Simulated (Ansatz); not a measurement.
# NH₃+ (doublet): geometry and frequencies at several levels

Aim: geometry and frequencies at several levels, for NH₃+ (doublet), with the cost of each level. Charge +1. Spin multiplicity 2.

Program: Ansatz 0.2.0. Level of theory: the levels named in each step. These are calculated values, not measurements.

## (1) Starting point

Bond lengths: N1–H2 1.028 Å, N1–H3 1.028 Å, N1–H4 1.028 Å. Angles: H2–N1–H3 120.0°, H2–N1–H4 120.0°, H3–N1–H4 120.0°.

As a file:

```xyz
4

N     0.0000    0.0000    0.0000
H    -0.6302   -0.8123   -0.0077
H    -0.3890    0.9515    0.0205
H     1.0185   -0.1395   -0.0128
```

## (2) A rough first relaxation, PBE-D4/def2-SVP

Input file input.yaml:

```yaml
crystal:
  periodic: [false, false, false]
  atoms:
    - { symbol: "N", position_ang: [2.0e-05, 3.0e-05, -4.0e-05] }
    - { symbol: H, position_ang: [-0.6302, -0.81227, -0.00768] }
    - { symbol: H, position_ang: [-0.38896, 0.95146, 0.02052] }
    - { symbol: H, position_ang: [1.01852, -0.13946, -0.01277] }
magnetization:
  spin_polarized: true
  initial_magnetization: 1
total_charge: 1
basis:
  gaussian: { orbitals: def2-SVP }
hamiltonian:
  xc: pbe
  dispersion: d4
relax:
  f_tol: 0.03
  max_steps: 200
```

Started as:

```sh
ansatz run input.yaml --threads 2 --pin off --max-ram 5120MiB --backend cpu --events-out ev --progress --plain --runs-dir out
```

What it wrote (excerpt; [...] marks lines left out):

```text
Warning: RAYON_NUM_THREADS=2 ignored (pool sized by the plan → 2); use --threads N
[...]
Functional definition: PBE
[...]
346 factors; their error is unknown
[...]
mean field -1525.73030559 eV, -56.0695545532 hartree, gradient 2.4e-5 eV, S^2 0.753192; 0 other end points of the search recorded, 0 dependent functions left out
[...]
reference -1525.73032087 eV, -56.0695551150 hartree; 5, 4 occupied and 24, 25 virtual orbitals, 346 factors
relax step   1: F+E_penalty+E_count = -1525.73636151 eV  Δ(F+E_penalty+E_count) = +0.000e0 eV  max|allowed force component| = 5.462e-1 eV/Å  Δτ_max = 0.0000 Å  (21 SCF iters, accepted)
[...]
relax step   3: F+E_penalty+E_count = -1525.46335533 eV  Δ(F+E_penalty+E_count) = +2.831e-1 eV  max|allowed force component| = 2.620e0 eV/Å  Δτ_max = 0.1950 Å  (29 SCF iters, rejected (line search))
[...]
relax step   4: F+E_penalty+E_count = -1525.74734072 eV  Δ(F+E_penalty+E_count) = -8.934e-4 eV  max|allowed force component| = 7.602e-3 eV/Å  Δτ_max = 0.0041 Å  (24 SCF iters, accepted)
346 factors; their error is unknown
mean field -1525.74125592 eV, -56.0699569703 hartree, gradient 1.1e-5 eV, S^2 0.753315; 1 other end points of the search recorded, 0 dependent functions left out
[...]
reference -1525.74127150 eV, -56.0699575432 hartree; 5, 4 occupied and 24, 25 virtual orbitals, 346 factors
Total energy: -1525.74735631 eV, -56.0701811557 hartree
Atom 0 at    -0.000084    -0.000032     0.000237 Å, force    -0.001958    -0.000830    -0.001899 eV/Å
Atom 1 at    -0.638565    -0.823198    -0.007877 Å, force     0.005335     0.005847     0.000683 eV/Å
Atom 2 at    -0.393975     0.964204     0.020700 Å, force     0.004226    -0.006779     0.000474 eV/Å
Atom 3 at     1.032003    -0.141214    -0.013031 Å, force    -0.007602     0.001763     0.000743 eV/Å
Dipole moment:    -0.000052    -0.000019    -0.000200 e Å
```

Run time: 1.2 s. Hardware: 2 threads of Arm Neoverse V2, shared host; peak memory 0.084 GiB.

Step by step:

```csv
step,E - E(step 1) (eV),largest force component (eV/Å)
1,0.0000,0.5462
2,-0.0101,0.1451
3,0.2730,2.6202
4,-0.0110,0.0076
```

Step 1 is the start. Step 3 was tried and not accepted.

Before: Bond lengths: N1–H2 1.028 Å, N1–H3 1.028 Å, N1–H4 1.028 Å. Angles: H2–N1–H3 120.0°, H2–N1–H4 120.0°, H3–N1–H4 120.0°.

After: Bond lengths: N1–H2 1.042 Å, N1–H3 1.042 Å, N1–H4 1.042 Å. Angles: H2–N1–H3 120.0°, H2–N1–H4 120.0°, H3–N1–H4 120.0°.

## (3) Relaxation, PBE0-D4/def2-TZVPP

Input file input.yaml:

```yaml
crystal:
  periodic: [false, false, false]
  atoms:
    - { symbol: "N", position_ang: [-8.353e-05, -3.195e-05, 0.00023728] }
    - { symbol: H, position_ang: [-0.6385649, -0.8231977, -0.00787676] }
    - { symbol: H, position_ang: [-0.39397461, 0.9642039, 0.02070006] }
    - { symbol: H, position_ang: [1.03200305, -0.14121426, -0.01303058] }
magnetization:
  spin_polarized: true
  initial_magnetization: 1
total_charge: 1
basis:
  gaussian: { orbitals: def2-TZVPP }
hamiltonian:
  xc: pbe0
  dispersion: d4
relax:
  f_tol: 0.002
  max_steps: 150
```

Started as:

```sh
ansatz run input.yaml --threads 2 --pin off --max-ram 5120MiB --backend cpu --events-out ev --progress --plain --runs-dir out
```

What it wrote (excerpt; [...] marks lines left out):

```text
Warning: RAYON_NUM_THREADS=2 ignored (pool sized by the plan → 2); use --threads N
[...]
Functional definition: PBE0
[...]
332 factors; their error is unknown
[...]
mean field -1527.82531672 eV, -56.1465447924 hartree, gradient 1.1e-5 eV, S^2 0.754554; 0 other end points of the search recorded, 0 dependent functions left out
[...]
reference -1527.82533117 eV, -56.1465453234 hartree; 5, 4 occupied and 68, 69 virtual orbitals, 332 factors
relax step   1: F+E_penalty+E_count = -1527.83019394 eV  Δ(F+E_penalty+E_count) = +0.000e0 eV  max|allowed force component| = 7.393e-1 eV/Å  Δτ_max = 0.0000 Å  (23 SCF iters, accepted)
[...]
relax step   4: F+E_penalty+E_count = -1527.85156432 eV  Δ(F+E_penalty+E_count) = -3.935e-3 eV  max|allowed force component| = 2.697e-3 eV/Å  Δτ_max = 0.0189 Å  (27 SCF iters, accepted)
[...]
relax step   5: F+E_penalty+E_count = -1527.85156492 eV  Δ(F+E_penalty+E_count) = -6.034e-7 eV  max|allowed force component| = 3.395e-5 eV/Å  Δτ_max = 0.0003 Å  (17 SCF iters, accepted)
332 factors; their error is unknown
mean field -1527.84671978 eV, -56.1473313403 hartree, gradient 2.1e-5 eV, S^2 0.754339; 1 other end points of the search recorded, 0 dependent functions left out
[...]
reference -1527.84673390 eV, -56.1473318592 hartree; 5, 4 occupied and 68, 69 virtual orbitals, 332 factors
Total energy: -1527.85157904 eV, -56.1475099148 hartree
Atom 0 at    -0.000154    -0.000060     0.000004 Å, force    -0.000024    -0.000012     0.000034 eV/Å
Atom 1 at    -0.627090    -0.808494    -0.007658 Å, force     0.000011     0.000004    -0.000011 eV/Å
Atom 2 at    -0.386787     0.946921     0.020404 Å, force     0.000016    -0.000001    -0.000011 eV/Å
Atom 3 at     1.013412    -0.138607    -0.012720 Å, force    -0.000004     0.000009    -0.000011 eV/Å
Dipole moment:    -0.000000    -0.000000     0.000003 e Å
```

Wall time 2.8 s (2 threads of Arm Neoverse V2, shared host); peak memory 0.1 GiB.

Relaxation path:

| step | energy from step 1 (eV) | largest force component (eV/Å) |
| --- | --- | --- |
| 1 | 0.0000 | 0.7393 |
| 2 | -0.0174 | 0.2135 |
| 3 | 0.0025 | 0.5244 |
| 4 | -0.0214 | 0.0027 |
| 5 | -0.0214 | 0.0000 |

Step 1 is the start. Step 3 was tried and not accepted.

Before: Bond lengths: N1–H2 1.042 Å, N1–H3 1.042 Å, N1–H4 1.042 Å. Angles: H2–N1–H3 120.0°, H2–N1–H4 120.0°, H3–N1–H4 120.0°.

After: Bond lengths: N1–H2 1.023 Å, N1–H3 1.023 Å, N1–H4 1.023 Å. Angles: H2–N1–H3 120.0°, H2–N1–H4 120.0°, H3–N1–H4 120.0°.

## (4) Relaxation, CCSD(T)/cc-pV(T+d)Z

Input file input.yaml:

```yaml
crystal:
  periodic: [false, false, false]
  atoms:
    - { symbol: "N", position_ang: [-0.00015438, -5.965e-05, 3.68e-06] }
    - { symbol: H, position_ang: [-0.62709049, -0.80849435, -0.00765773] }
    - { symbol: H, position_ang: [-0.38678695, 0.94692141, 0.02040431] }
    - { symbol: H, position_ang: [1.01341184, -0.13860742, -0.01272026] }
magnetization:
  spin_polarized: true
  initial_magnetization: 1
total_charge: 1
basis:
  gaussian: { orbitals: "cc-pV(T+d)Z.json" }
correlation:
  method: ccsd_t
scf:
  omitted_lower_state_checks: [cluster_reference]
relax:
  f_tol: 0.002
  max_steps: 40
```

Started as:

```sh
ansatz run input.yaml --threads 2 --pin off --max-ram 5120MiB --backend cpu --events-out ev --progress --plain --runs-dir out
```

What it wrote (excerpt; [...] marks lines left out):

```text
Warning: RAYON_NUM_THREADS=2 ignored (pool sized by the plan → 2); use --threads N
[...]
Functional definition: HF
[...]
478 factors; integrals over basis functions are off by at most 3.5e-4 eV
[...]
mean field -1521.20546808 eV, -55.9032698420 hartree, gradient 3.3e-6 eV, S^2 0.761149; 0 other end points of the search recorded, 0 dependent functions left out
1 core orbitals not correlated: weight in the atoms' cores, before any rotation towards them, 1.000 or more for the frozen orbitals, at most 0.000 for the correlated occupied ones
reference -1521.20546808 eV, -55.9032698420 hartree; 4, 3 occupied and 67, 68 virtual orbitals, 478 factors
second order -4.86036265 eV of doubles, -0.00000000 eV of singles
cycle   1  -5.22616922 eV  change   -3.7e-1 eV  update   3.4e-2
[...]
perturbative correction -0.12745185 eV, -0.0046837692 hartree
[...]
1 core orbitals not correlated: weight in the atoms' cores, before any rotation towards them, 1.000 or more for the frozen orbitals, at most 0.000 for the correlated occupied ones
reference -1521.20672713 eV, -55.9033161112 hartree; 4, 3 occupied and 67, 68 virtual orbitals, 478 factors
second order -4.85943396 eV of doubles, -0.00000000 eV of singles
[...]
cycle   9  -5.37282379 eV  change    4.1e-7 eV  update   1.8e-6
perturbative correction -0.12732297 eV, -0.0046790327 hartree
[...]
Total energy: -1526.70687389 eV, -56.1054427763 hartree
Atom 0 at    -0.000155    -0.000060     0.000012 Å, force    -0.000005    -0.000006    -0.000037 eV/Å
Atom 1 at    -0.626644    -0.807918    -0.007655 Å, force     0.000041     0.000052     0.000013 eV/Å
Atom 2 at    -0.386511     0.946247     0.020387 Å, force     0.000030    -0.000060     0.000011 eV/Å
Atom 3 at     1.012689    -0.138508    -0.012714 Å, force    -0.000065     0.000014     0.000013 eV/Å
Dipole moment:    -0.000000    -0.000000    -0.000003 e Å
Checks for a lower state left out: cluster_reference
```

It took 24 s on 2 threads of Arm Neoverse V2, shared host; peak memory 0.42 GiB.

Relaxation path:

```csv
step,E - E(step 1) (eV),largest force component (eV/Å)
1,0.0000,0.0304
2,0.0000,0.0080
3,0.0004,0.0757
4,0.0000,0.0001
```

Step 1 is the start. Step 3 was tried and not accepted.

Before: Bond lengths: N1–H2 1.023 Å, N1–H3 1.023 Å, N1–H4 1.023 Å. Angles: H2–N1–H3 120.0°, H2–N1–H4 120.0°, H3–N1–H4 120.0°.

After: Bond lengths: N1–H2 1.022 Å, N1–H3 1.022 Å, N1–H4 1.022 Å. Angles: H2–N1–H3 120.0°, H2–N1–H4 120.0°, H3–N1–H4 120.0°.

## (5) Frequencies, CCSD(T)/cc-pV(T+d)Z

Input file input.yaml:

```yaml
crystal:
  periodic: [false, false, false]
  atoms:
    - { symbol: "N", position_ang: [-0.00015452, -6.008e-05, 1.163e-05] }
    - { symbol: H, position_ang: [-0.62664391, -0.8079184, -0.00765492] }
    - { symbol: H, position_ang: [-0.38651098, 0.94624664, 0.02038712] }
    - { symbol: H, position_ang: [1.01268942, -0.13850817, -0.01271383] }
magnetization:
  spin_polarized: true
  initial_magnetization: 1
total_charge: 1
basis:
  gaussian: { orbitals: "cc-pV(T+d)Z.json" }
correlation:
  method: ccsd_t
scf:
  omitted_lower_state_checks: [cluster_reference]
phonons: {}
```

Started as:

```sh
ansatz run input.yaml --threads 2 --pin off --max-ram 5120MiB --backend cpu --events-out ev --progress --plain --runs-dir out
```

What it wrote (excerpt; [...] marks lines left out):

```text
Warning: RAYON_NUM_THREADS=2 ignored (pool sized by the plan → 2); use --threads N
[...]
[... 1 set-up line as earlier in the session ...]
[...]
478 factors; integrals over basis functions are off by at most 3.5e-4 eV
[...]
mean field -1521.20672713 eV, -55.9033161111 hartree, gradient 3.4e-6 eV, S^2 0.761119; 0 other end points of the search recorded, 0 dependent functions left out
1 core orbitals not correlated: weight in the atoms' cores, before any rotation towards them, 1.000 or more for the frozen orbitals, at most 0.000 for the correlated occupied ones
reference -1521.20672713 eV, -55.9033161111 hartree; 4, 3 occupied and 67, 68 virtual orbitals, 478 factors
second order -4.85943398 eV of doubles, -0.00000000 eV of singles
cycle   1  -5.22529826 eV  change   -3.7e-1 eV  update   3.4e-2
[...]
perturbative correction -0.12732297 eV, -0.0046790327 hartree
[...]
478 factors; integrals over basis functions are off by at most 3.5e-4 eV
[...]
reference -1521.20675090 eV, -55.9033169847 hartree; 4, 3 occupied and 67, 68 virtual orbitals, 478 factors
second order -4.85941420 eV of doubles, -0.00000000 eV of singles
[...]
cycle   9  -5.37280063 eV  change    3.7e-7 eV  update   1.8e-6
perturbative correction -0.12732024 eV, -0.0046789325 hartree
[...]
Total energy: -1526.70687387 eV, -56.1054427758 hartree
Atom 0 at    -0.000155    -0.000060     0.000012 Å, force    -0.000005    -0.000006    -0.000038 eV/Å
Atom 1 at    -0.626644    -0.807918    -0.007655 Å, force     0.000041     0.000053     0.000013 eV/Å
Atom 2 at    -0.386511     0.946247     0.020387 Å, force     0.000030    -0.000060     0.000011 eV/Å
Atom 3 at     1.012689    -0.138508    -0.012714 Å, force    -0.000066     0.000014     0.000013 eV/Å
Dipole moment:    -0.000000    -0.000000    -0.000004 e Å
Vibrations: 862.63 1551.10 1551.11 3372.06 3556.75 3556.77 cm⁻¹, zero-point energy 0.895812 eV
Checks for a lower state left out: cluster_reference
```

Run time: 72 s. Hardware: 2 threads of Arm Neoverse V2, shared host; peak memory 0.42 GiB.

Harmonic frequencies (cm⁻¹; negative: imaginary): 863, 1551, 1551, 3372, 3557, 3557.

## (6) Relaxation, CCSD(T)/cc-pwCVTZ, all electrons

Edit input.yaml of step 5 so:

```diff
@@ -12,7 +12,10 @@
 basis:
-  gaussian: { orbitals: "cc-pV(T+d)Z.json" }
+  gaussian: { orbitals: cc-pwCVTZ.json }
 correlation:
   method: ccsd_t
+  frozen_orbitals: { H: 0, "N": 0 }
 scf:
   omitted_lower_state_checks: [cluster_reference]
-phonons: {}
+relax:
+  f_tol: 0.002
+  max_steps: 40
```

Started as:

```sh
ansatz run input.yaml --threads 2 --pin off --max-ram 5120MiB --backend cpu --events-out ev --progress --plain --runs-dir out
```

What it wrote (excerpt; [...] marks lines left out):

```text
Warning: RAYON_NUM_THREADS=2 ignored (pool sized by the plan → 2); use --threads N
[...]
[... 1 set-up line as earlier in the session ...]
[...]
530 factors; integrals over basis functions are off by at most 3.6e-4 eV
[...]
mean field -1521.21044138 eV, -55.9034526071 hartree, gradient 8.8e-7 eV, S^2 0.761149; 0 other end points of the search recorded, 0 dependent functions left out
reference -1521.21044138 eV, -55.9034526071 hartree; 5, 4 occupied and 80, 81 virtual orbitals, 530 factors
second order -6.26476754 eV of doubles, -0.00000000 eV of singles
cycle   1  -6.65729830 eV  change   -3.9e-1 eV  update   3.5e-2
[...]
perturbative correction -0.14182736 eV, -0.0052120594 hartree
[...]
relax step   1: F+E_penalty+E_count = -1528.16457301 eV  Δ(F+E_penalty+E_count) = +0.000e0 eV  max|allowed force component| = 5.561e-2 eV/Å  Δτ_max = 0.0000 Å  (31 SCF iters, accepted)
[...]
530 factors; integrals over basis functions are off by at most 3.6e-4 eV
mean field -1521.21259498 eV, -55.9035317506 hartree, gradient 6.6e-6 eV, S^2 0.761095; 1 other end points of the search recorded, 0 dependent functions left out
reference -1521.21259498 eV, -55.9035317506 hartree; 5, 4 occupied and 80, 81 virtual orbitals, 530 factors
second order -6.26327224 eV of doubles, -0.00000000 eV of singles
[...]
cycle   9  -6.81051484 eV  change   -4.5e-7 eV  update   1.4e-6
perturbative correction -0.14157537 eV, -0.0052027989 hartree
[...]
Total energy: -1528.16468519 eV, -56.1590163534 hartree
Atom 0 at    -0.000155    -0.000060    -0.000018 Å, force     0.000000    -0.000007     0.000231 eV/Å
Atom 1 at    -0.625828    -0.806866    -0.007635 Å, force     0.000014     0.000021    -0.000077 eV/Å
Atom 2 at    -0.386007     0.945014     0.020370 Å, force     0.000011    -0.000021    -0.000078 eV/Å
Atom 3 at     1.011370    -0.138328    -0.012687 Å, force    -0.000025     0.000007    -0.000077 eV/Å
Dipole moment:     0.000000    -0.000000     0.000022 e Å
Checks for a lower state left out: cluster_reference
```

Wall time 59 s (2 threads of Arm Neoverse V2, shared host); peak memory 0.7 GiB.

Relaxation path:

```
step  energy from step 1 (eV)  largest force component (eV/Å)
   1                   0.0000                          0.0556
   2                  -0.0001                          0.0147
   3                   0.0022                          0.1774
   4                  -0.0001                          0.0002
```

Step 1 is the start. Step 3 was tried and not accepted.

Before: Bond lengths: N1–H2 1.022 Å, N1–H3 1.022 Å, N1–H4 1.022 Å. Angles: H2–N1–H3 120.0°, H2–N1–H4 120.0°, H3–N1–H4 120.0°.

After: Bond lengths: N1–H2 1.021 Å, N1–H3 1.021 Å, N1–H4 1.021 Å. Angles: H2–N1–H3 120.0°, H2–N1–H4 120.0°, H3–N1–H4 120.0°.

## (7) Geometries side by side

| level | N1–H2 (Å) | N1–H3 (Å) | rotational constants (MHz) | highest frequency (cm⁻¹) | CPU time |
| --- | --- | --- | --- | --- | --- |
| PBE0-D4/def2-TZVPP | 1.0231 | 1.0231 | 319400, 319400, 159700 | - | 5.1 s |
| CCSD(T)/cc-pV(T+d)Z | 1.0223 | 1.0223 | 319850, 319850, 159930 | 3557 | 46 s |
| CCSD(T)/cc-pwCVTZ, all electrons | 1.0210 | 1.0210 | 320690, 320690, 160340 | - | 1.9 min |

Constants are for the commonest isotopes at the equilibrium geometry; times are CPU times of the relaxations.

## (8) Outcome

| quantity | value |
| --- | --- |
| N1–H2 at CCSD(T)/cc-pwCVTZ, all electrons | 1.021 Å |
| N1–H3 at CCSD(T)/cc-pwCVTZ, all electrons | 1.021 Å |
| frequencies at CCSD(T)/cc-pV(T+d)Z | 863 to 3557 cm⁻¹ |

**Reading.** The N–H distance spreads over 0.002 Å, from CCSD(T)/cc-pwCVTZ, all electrons (shortest) to PBE0-D4/def2-TZVPP. No mode is imaginary, so the geometry is a minimum.
